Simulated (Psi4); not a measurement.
**CAM-B3LYP/def2-SVPD run of SiPH4F (SMILES FP[SiH3])**

What is the vertical singlet–triplet gap of SiPH4F at CAM-B3LYP/def2-SVPD? 

The calculation is run with Psi4 1.11.

## Step 1: The molecule

The species is SiPH4F (7 atoms), meant as a singlet with charge 0. SMILES: `FP[SiH3]`. The shape is that of a GFN2-xTB optimisation.

Bond lengths: F1–P2 1.645 Å, P2–Si3 2.261 Å, P2–H4 1.402 Å, Si3–H5 1.462 Å, Si3–H6 1.464 Å, Si3–H7 1.463 Å. Angles: F1–P2–Si3 97.0°, F1–P2–H4 93.3°, Si3–P2–H4 94.6°, P2–Si3–H5 105.2°, P2–Si3–H6 112.6°, P2–Si3–H7 107.2°, H5–Si3–H6 110.5°, H5–Si3–H7 111.3°, H6–Si3–H7 110.0°.

## Step 2: A single-point energy at CAM-B3LYP/def2-SVPD

fh4psi.py

```python
import psi4

psi4.set_memory(1600000000)
psi4.set_num_threads(1)
psi4.core.set_output_file('output.dat', False)

mol = psi4.geometry("""
F     -0.372400    -1.711580     1.302680
P     -0.059070    -1.441710    -0.288990
Si     0.379470     0.769400    -0.112420
H     -1.412400    -1.263380    -0.608610
H      0.410150     1.264290    -1.488000
H     -0.633570     1.482800     0.667230
H      1.687820     0.900200     0.528110
symmetry c1
no_reorient
no_com
""")

psi4.set_options(dict(puream=True, e_convergence=1e-09, d_convergence=1e-08, scf_type='pk', dft_radial_points=99, dft_spherical_points=590))

energy_value, wavefunction = psi4.energy("cam-b3lyp/def2-SVPD", molecule=mol, return_wfn=True)
psi4.oeprop(wavefunction, "MULLIKEN_CHARGES", "WIBERG_LOWDIN_INDICES", "MAYER_INDICES", title="CAM-B3LYP")
print(f'cam-b3lyp/def2-SVPD energy: {energy_value:.10f} Eh')
for k, v in sorted(psi4.core.scalar_variables().items()):
    print(f'{k:45s} {v:18.10f}')
```

The run is started by

```
$ python fh4psi.py
```

output.dat:

```text
[...]
  Running in c1 symmetry.
[...]
  Nuclear repulsion =  153.777950530200940
[...]
  Multiplicity = 1
[...]
  Nalpha       = 21
  Nbeta        = 21
[...]
    Number of basis functions: 103
[...]
   @RKS iter   1:  -732.76677741667982   -4.37887e-01   3.30841e-03 DIIS/ADIIS
[...]
   @RKS iter  11:  -732.81455517407721   -1.21645e-11   6.33610e-09 DIIS
[...]
    Orbital Energies [Eh]
    ---------------------
    Doubly Occupied:
       1A    -77.188645     2A    -66.200881     3A    -24.767547
       4A     -6.678897     5A     -5.372126     6A     -4.849392
       7A     -4.843302     8A     -4.839965     9A     -3.734664
      10A     -3.733671    11A     -3.733454    12A     -1.254863
      13A     -0.734017    14A     -0.624057    15A     -0.550790
      16A     -0.521875    17A     -0.513512    18A     -0.437061
      19A     -0.433281    20A     -0.392503    21A     -0.322333
[...]
  @RKS Final Energy:  -732.81455517407721
   => Energetics <=
    Nuclear Repulsion Energy =            153.7779505302009397
    One-Electron Energy =               -1320.4750900216060927
    Two-Electron Energy =                 476.2699564440607674
    DFT Exchange-Correlation Energy =     -42.3873721267328136
    Empirical Dispersion Energy =           0.0000000000000000
    VV10 Nonlocal Energy =                  0.0000000000000000
    Total Energy =                       -732.8145551740770998
[...]
 Multipole Moments:
 ------------------------------------------------------------------------------------
     Multipole            Electronic (a.u.)      Nuclear  (a.u.)        Total (a.u.)
 ------------------------------------------------------------------------------------
 L = 1.  Multiply by 2.5417464519 to convert [e a0] to [Debye]
 Dipole X            :         -2.1648574            2.1295891           -0.0352684
 Dipole Y            :         45.6120663          -45.1160018            0.4960645
 Dipole Z            :         -9.7792778            9.2863409           -0.4929368
 Magnitude           :                                                    0.7002218
[...]
  Mulliken Charges: (a.u.)
   Center  Symbol    Alpha    Beta     Spin     Total
       1     F     4.77006  4.77006  0.00000 -0.54012
       2     P     7.35442  7.35442  0.00000  0.29116
       3    SI     7.27802  7.27802  0.00000 -0.55603
       4     H     0.41946  0.41946  0.00000  0.16108
       5     H     0.39179  0.39179  0.00000  0.21643
       6     H     0.38949  0.38949  0.00000  0.22102
       7     H     0.39677  0.39677  0.00000  0.20647
   Total alpha = 21.00000, Total beta = 21.00000, Total charge = -0.00000
  Mayer Bond Indices:
[...]
```

Standard output:

```text
cam-b3lyp/def2-SVPD energy: -732.8145551741 Eh
CURRENT ENERGY                                   -732.8145551741
CURRENT REFERENCE ENERGY                         -732.8145551741
DD SOLVATION ENERGY                                 0.0000000000
DFT FUNCTIONAL TOTAL ENERGY                      -732.8145551741
DFT TOTAL ENERGY                                 -732.8145551741
DFT VV10 ENERGY                                     0.0000000000
DFT XC ENERGY                                     -42.3873721267
GRID ELECTRONS ALPHA                               20.9999998582
GRID ELECTRONS BETA                                20.9999998582
GRID ELECTRONS TOTAL                               41.9999997164
NUCLEAR REPULSION ENERGY                          153.7779505302
ONE-ELECTRON ENERGY                             -1320.4750900216
PCM POLARIZATION ENERGY                             0.0000000000
PE ENERGY                                           0.0000000000
SCF ITERATION ENERGY                             -732.8145551741
SCF ITERATIONS                                     11.0000000000
SCF TOTAL ENERGY                                 -732.8145551741
TWO-ELECTRON ENERGY                               476.2699564441
XC GRID RADIAL POINTS                              99.0000000000
XC GRID SPHERICAL POINTS                          590.0000000000
XC GRID TOTAL POINTS                           392056.0000000000
```

It took 23 s on 1 thread of Intel Xeon Platinum 8375C at 2.90GHz (Ice Lake), shared host; peak memory 0.81 GiB.

## Step 3: The triplet at the same level

calc.in

```
memory 1600 MB

molecule {
  0 3
  F     -0.372400    -1.711580     1.302680
  P     -0.059070    -1.441710    -0.288990
  Si     0.379470     0.769400    -0.112420
  H     -1.412400    -1.263380    -0.608610
  H      0.410150     1.264290    -1.488000
  H     -0.633570     1.482800     0.667230
  H      1.687820     0.900200     0.528110
  symmetry c1
  no_reorient
  no_com
}

set globals {
  basis                def2-SVPD
  reference            uks
  puream               true
  e_convergence        1e-09
  d_convergence        1e-08
  scf_type             pk
  dft_radial_points    99
  dft_spherical_points 590
  maxiter              200
}

energy("cam-b3lyp")
```

The run is started by

```
$ psi4 -i calc.in -o calc.out -n 1
```

calc.out:

```text
[...]
  Running in c1 symmetry.
[...]
  Nuclear repulsion =  153.777950530200940
[...]
  Multiplicity = 3
[...]
  Nalpha       = 22
  Nbeta        = 20
[...]
    Number of basis functions: 103
[...]
   @UKS iter   1:  -732.60039262347618   -2.71502e-01   3.72729e-03 DIIS/ADIIS
[...]
   @UKS iter  16:  -732.66850625485154   -1.77351e-11   5.97138e-09 DIIS
[...]
   @S^2 Observed:                2.004886298E+00
[...]
    Orbital Energies [Eh]
    ---------------------
    Alpha Occupied:
       1A    -77.218664     2A    -66.221155     3A    -24.764449
       4A     -6.704169     5A     -5.389600     6A     -4.875164
       7A     -4.871076     8A     -4.867618     9A     -3.754194
      10A     -3.750542    11A     -3.750207    12A     -1.259689
      13A     -0.757613    14A     -0.635802    15A     -0.564613
      16A     -0.533924    17A     -0.525404    18A     -0.447463
      19A     -0.438560    20A     -0.406622    21A     -0.372408
      22A     -0.178613
    Alpha Virtual:
      23A      0.020072    24A      0.036568    25A      0.060519
[...]
  @UKS Final Energy:  -732.66850625485154
   => Energetics <=
    Nuclear Repulsion Energy =            153.7779505302009397
    One-Electron Energy =               -1319.8799929040596908
    Two-Electron Energy =                 475.8033652343673339
    DFT Exchange-Correlation Energy =     -42.3698291153601758
    Empirical Dispersion Energy =           0.0000000000000000
    VV10 Nonlocal Energy =                  0.0000000000000000
    Total Energy =                       -732.6685062548515361
[...]
 Multipole Moments:
 ------------------------------------------------------------------------------------
     Multipole            Electronic (a.u.)      Nuclear  (a.u.)        Total (a.u.)
 ------------------------------------------------------------------------------------
 L = 1.  Multiply by 2.5417464519 to convert [e a0] to [Debye]
 Dipole X            :         -2.1032020            2.1295891            0.0263870
 Dipole Y            :         45.5773188          -45.1160018            0.4613170
 Dipole Z            :         -9.7654391            9.2863409           -0.4790982
 Magnitude           :                                                    0.6656160
[...]
```

It took 46 s on 1 thread of Intel Xeon Platinum 8375C at 2.90GHz (Ice Lake), shared host; peak memory 0.81 GiB.

## Step 4: Results

At CAM-B3LYP/def2-SVPD:

| quantity | value |
| --- | --- |
| singlet: total energy | -732.81456 Eh |
| singlet: dipole moment | 1.78 D |
| singlet: HOMO energy | -8.77 eV |
| singlet: LUMO energy | -0.02 eV |
| singlet: HOMO–LUMO gap | 8.76 eV |
| triplet: total energy | -732.66851 Eh |
| triplet: dipole moment | 1.69 D |
| triplet: HOMO energy (highest over α and β) | -4.86 eV |
| triplet: LUMO energy (lowest over α and β) | -3.95 eV |
| triplet: ⟨S²⟩ | 2.005 |
| vertical energy of the triplet above the singlet | 3.974 eV |

**Reading.** At this shape the triplet lies 3.97 eV (92 kcal/mol) above the singlet. Mulliken charges (singlet) run from -0.56 on Si3 to +0.29 on P2; in a basis this large or diffuse they mean little.
